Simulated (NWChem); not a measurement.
# SiH3S (SMILES [SiH2]S) at UHF/aug-pcseg-0

Aim: the vertical ionisation energy of SiH3S at UHF/aug-pcseg-0, from 2 runs. 

The results are computed with NWChem 7.3.0.

**1. Starting point**

The species is SiH3S (5 atoms), meant as a doublet with charge 0. SMILES: `[SiH2]S`. The shape is that of a PBE0-D4/def2-TZVP optimisation. This is one conformer, not always the lowest.

Bond lengths: Si1–S2 2.132 Å, Si1–H3 1.492 Å, Si1–H4 1.488 Å, S2–H5 1.344 Å. Angles: Si1–S2–H5 94.7°, S2–Si1–H3 111.4°, S2–Si1–H4 105.0°, H3–Si1–H4 110.5°.

**2. The energy at UHF/aug-pcseg-0**

Contents of m1.nw:

```
start m1
title "H3SSi"
memory 2200 mb
geometry units bohr noautosym nocenter noautoz
Si -0.18198063 -1.31146993 -0.58449229
S   0.51608420  2.65695493 -0.55652434
H  -0.17857912 -2.37500779  2.02767613
H  -2.72177254 -1.59341707 -1.75725632
H   2.66035644  2.48366705  0.79236216
end
basis spherical bse
* library aug-pcseg-0
end
scf
doublet
uhf
thresh 1e-08
maxiter 80
print low
end
task scf
```

Run with:

```bash
nwchem m1.nw > m1.out
```

Output (excerpt; [...] marks lines left out):

```text
[...]
  functions       =    43
[...]
  wavefunction    = UHF
[...]
         Total SCF energy =   -687.265081701872
      One electron energy =  -1111.584830544707
      Two electron energy =    343.391853360887
 Nuclear repulsion energy =     80.927895481947
                       Sz =      0.5000
                 Sz(Sz+1) =      0.7500
                      S^2 =      0.7536
[...]
```

It took 2.2 s on 1 thread of AMD EPYC 7R43 (Zen 3), shared host; peak memory 0.098 GiB.

**3. The singlet cation**

Contents of work.nw:

```
start work
title "H3SSi hf"
memory total 2200 mb
charge 1

geometry units au noautosym nocenter noautoz
 Si  -0.18198063  -1.31146993  -0.58449229
 S    0.51608420   2.65695493  -0.55652434
 H   -0.17857912  -2.37500779   2.02767613
 H   -2.72177254  -1.59341707  -1.75725632
 H    2.66035644   2.48366705   0.79236216
end

basis spherical bse
 * library aug-pcseg-0
end

scf
 thresh 1e-08
 maxiter 80
 print low
end

task scf energy
```

Run with:

```bash
nwchem work.nw > work.out
```

Output (excerpt; [...] marks lines left out):

```text
[...]
  functions       =    43
[...]
  wavefunction    = RHF
[...]
         Total SCF energy =   -686.953577876091
      One-electron energy =  -1102.980795191995
      Two-electron energy =    335.099321833957
 Nuclear repulsion energy =     80.927895481947
        Time for solution =      1.3s
 Task  times  cpu:        1.4s     wall:        1.4s
[...]
```

Wall time 2 s (1 thread of AMD EPYC 7R43 (Zen 3), shared host); peak memory 0.096 GiB.

**4. Summary of results**

Level: UHF/aug-pcseg-0.

| quantity | value |
| --- | --- |
| doublet SiH3S: total energy | -687.26508 Eh |
| doublet SiH3S: ⟨S²⟩ | 0.754 |
| singlet cation: total energy | -686.95358 Eh |
| vertical ionisation energy (to the singlet cation) | 8.476 eV |

In words: Removing an electron at fixed nuclei costs 8.48 eV (195 kcal/mol). Only the singlet of the ionised species was computed; a triplet could lie lower.
